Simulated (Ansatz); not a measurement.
# AlFH2S: up Jacob's ladder to CCSD(T)

The task here is to estimate one member of a computed series from the others.

The runs use Ansatz 0.2.0, Gaussian basis; functionals in def2-TZVPP, the program's frozen cores in correlated methods.

Plan: LDA (SPW92), PBE-D4, revPBE-D4, BLYP-D4, r2SCAN-D4, B97M-V, PBE0-D4, B3LYP-D4, r2SCANh-D4, r2SCAN0-D4, HSE06-D4, BHLYP-D4, CAM-B3LYP-D4, LC-ωPBE, ωB97X-V, ωB97M-V, B2PLYP, PBE-QIDH; CCSD(T)/def2-SVP; CCSD(T)/def2-TZVPP; CCSD(T)/def2-QZVPP; extrapolation to the limit; RPA on PBE.

## The geometry

An earlier PBE0-D4 in a triple-zeta def2 set relaxation fixed the geometry.

SMILES `[F][AlH][SH]`, 5 atoms, charge 0, spin multiplicity 1.

Atoms are counted from 1 here; the program's logs count them from 0.

Bond lengths: F1–Al2 1.645 Å, Al2–S3 2.169 Å, Al2–H4 1.569 Å, S3–H5 1.345 Å. Angles: F1–Al2–S3 116.3°, F1–Al2–H4 119.8°, S3–Al2–H4 123.9°, Al2–S3–H5 91.6°.

The first run:

Input file in.yaml:

```yaml
crystal:
  periodic: [false, false, false]
  atoms:
    - {symbol: F, position_ang: [-1.203507, -1.535789, 0.877517]}
    - {symbol: Al, position_ang: [-0.513882, -0.309052, 0.024808]}
    - {symbol: S, position_ang: [1.536104, 0.182613, 0.533468]}
    - {symbol: H, position_ang: [-1.341123, 0.430416, -1.085193]}
    - {symbol: H, position_ang: [1.572310, 1.158211, -0.392100]}
basis:
  gaussian: {orbitals: def2-TZVPP}
hamiltonian: {xc: lda}
output: {orbitals: {seedname: orbitals}}
```

The run is started by

```console
$ ansatz run in.yaml --threads 2 --pin off --events-out ev --progress --plain --max-ram 32768MiB --backend cpu
```

Steps of the session up to this table: LDA; PBE-D4 (GGA); revPBE-D4 (GGA); BLYP-D4 (GGA); r2SCAN-D4 (meta-GGA); B97M-V (meta-GGA); B3LYP-D4 (hybrid); r2SCANh-D4 (hybrid); r2SCAN0-D4 (hybrid); HSE06-D4 (hybrid); BHLYP-D4 (hybrid); CAM-B3LYP-D4 (range-separated); LC-ωPBE (range-separated); ωB97X-V (range-separated); ωB97M-V (range-separated); B2PLYP (double hybrid); PBE-QIDH (double hybrid).

One table of the session follows, with a row left open; its other results are not shown here.

It belongs to the step «Frontier levels by functional». 

```
  functional  HOMO (eV)  gap (eV)
 LDA (SPW92)      -7.01      5.04
      PBE-D4      -6.87      5.15
   revPBE-D4      -6.82      5.20
     BLYP-D4      -6.68      5.07
   r2SCAN-D4      -7.16      5.78
      B97M-V      -7.22      5.66
     PBE0-D4      -8.08      7.11
    B3LYP-D4      -7.81      6.63
  r2SCANh-D4      -7.61      6.48
  r2SCAN0-D4          ?         ?
    HSE06-D4      -7.68      6.34
    BHLYP-D4      -9.12      8.89
CAM-B3LYP-D4      -9.38      9.32
     LC-ωPBE     -10.82     11.85
     ωB97X-V     -10.43     11.37
     ωB97M-V     -10.26     10.91
```

Q: Estimate the row for r2SCAN0-D4 from the others.

Worked estimate for «HOMO (eV)». Against the share of exact exchange, r2SCAN-D4 (0, -7.16), r2SCANh-D4 (0.1, -7.61) give a slope of -4.50 per unit share; at 0.25 the line stands at -8.28.

The run gave: HOMO (eV): -8.27; gap (eV): 7.51. In «HOMO (eV)» the line misses by -0.01.
